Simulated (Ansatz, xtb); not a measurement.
## H3NOSi: 4 structures ranked

4 gas-phase structures of H3NOSi, found in a search over its isomers (lower ones may exist). Each was relaxed with GFN2-xTB:

A. `[H]/N=[SiH]\O`, a singlet
B. `N[Si]O`, a singlet
C. `N[SiH]=O`, a singlet
D. `[H]/N=[SiH]/O`, a singlet

**Question.** Which do you expect lowest at r2SCAN-D4/def2-SVP, and how would the others follow?

**Answer.** Calculated order at r2SCAN-D4/def2-SVP: B (0.0), C (7.3), A (22.0), D (26.4) kcal/mol.

Energies above the lowest of each column, in kcal/mol; the last columns are at PBE0-D4/def2-TZVP geometries and were run for some of them only (a dash: not run or not comparable):

| structure | GFN2-xTB | HF/STO-3G | r2SCAN-D4/def2-SVP | PBE0-D4/def2-TZVP | CCSD(T)/def2-TZVPP |
| --- | --- | --- | --- | --- | --- |
| B | 38.8 | 0.0 | 0.0 | 0.0 | 0.0 |
| C | 0.0 | 43.5 | 7.3 | 6.1 | 6.5 |
| A | 24.1 | 62.0 | 22.0 | 20.9 | 20.5 |
| D | 23.4 | 63.1 | 26.4 | – | – |

CCSD(T)/def2-TZVPP puts B lowest of those it was run on; GFN2-xTB picks C. Flexible structures stand in one conformer each, not always the lowest. Frequencies (PBE0-D4/def2-TZVP) were run for A, B, C alone.

Over these structures GFN2-xTB departs from r2SCAN-D4/def2-SVP by 15.6 kcal/mol on average once a common shift is removed. A GFN2-xTB relaxation took about 0.17 s and the r2SCAN-D4/def2-SVP energy about 1.4 s on a shared host (Ansatz 0.2.0, xtb 6.7.1).
